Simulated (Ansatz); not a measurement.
doublet OF: levels of theory in one basis

```yaml
atoms:
  - { symbol: O, position_ang: [0.0000, 0.0000, 0.0000] }
  - { symbol: F, position_ang: [0.0000, 0.0000, 1.3540] }
```

Basis set: def2-SVP (spherical functions). Left uncorrelated: 2 orbitals. Correlation on ROHF uses semicanonical orbitals with singles. Charge 0, multiplicity 2.

Computed with Ansatz (development build ahead of 0.2.0); each method stands on the lowest determinant of its kind that the runs found.

| method | E − E(ROHF) (eV) | <S²> of the determinant |
| --- | --- | --- |
| ROHF | 0.00 | 0.75 |
| UHF | -0.14 | 0.77 |
| ROHF-MP2 | -9.30 | – |
| UHF-MP2 | -9.26 | 0.77 |
| ROHF-CCSD(T) | -9.98 | – |
| UHF-CCSD(T) | -9.98 | 0.77 |
